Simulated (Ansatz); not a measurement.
Run this with Ansatz 0.2.0, Python API and show what comes out.

`ch7nsi.py`:
```python
import ansatz
from ase import Atoms
import numpy as np

BASIS_SET = 'def2-SVPD'
METHOD = 'mp2'


def main() -> None:
    atoms = Atoms(['N', 'C', 'Si', 'H', 'H', 'H', 'H', 'H', 'H', 'H'], positions=[
        [-1.2912, 0.5114, -0.5065],
        [0.115, 0.5598, -0.3562],
        [0.6791, -0.7565, 0.8159],
        [-1.5619, -0.2953, -0.9817],
        [-1.6101, 1.3059, -1.1637],
        [0.4258, 1.5607, 0.0166],
        [0.6149, 0.424, -1.3305],
        [0.3312, -2.085, 0.3391],
        [0.181, -0.5346, 2.2442],
        [2.1992, -0.7414, 0.9257],
    ])
    system = ansatz.Crystal.molecule_from_ase(atoms)

    calc = (
        system.calculation()
        .basis(gaussian=BASIS_SET)
        .correlation(METHOD)
        .forces()
    )
    centre = np.mean([site.position_ang for site in system.cartesian_sites], axis=0)
    field = 2 * 14.399645 * 4.0 / 25.0 ** 2


    def dipole(axis, sign):
        arm = 25.0 * np.eye(3)[axis]
        pair = [{'charge': sign * 4.0, 'position_ang': (centre - arm).tolist()}, {'charge': -sign * 4.0, 'position_ang': (centre + arm).tolist()}]
        deck = calc.input().set(ansatz.key.basis.gaussian.point_charges, pair)
        return np.array(ansatz.Session.from_dict(deck).plan().execute().report['charge_distribution']['dipole_moment_e_ang'])


    print(f'field {field:.4f} V/A')
    alpha = np.array([(dipole(axis, 1) - dipole(axis, -1)) / (2 * field) * 14.399645 for axis in range(3)])
    print('polarisability tensor (A^3)')
    print(np.array2string(alpha, precision=3, suppress_small=True))
    print(f'mean {np.trace(alpha) / 3:.3f} A^3 = {np.trace(alpha) / 3 / 0.14818471:.2f} bohr^3')


if __name__ == '__main__':
    main()
```

Output of `python ch7nsi.py`:
```text
field 0.1843 V/A
polarisability tensor (A^3)
[[ 7.722 -0.416  0.465]
 [-0.406  7.299 -0.537]
 [ 0.452 -0.543  7.515]]
mean 7.512 A^3 = 50.69 bohr^3
```

The geometry is a force-field or estimated start, not a minimum of this method, and the basis set is short of its limit. The field of two point charges is only nearly even. Finished in 32 s on 1 thread of Intel(R) Xeon(R) Platinum 8375C CPU @ 2.90GHz (Ice Lake), on a shared host, peak memory 0.38 GiB.

(Lines on the test bed's own set-up are left out of the output.)
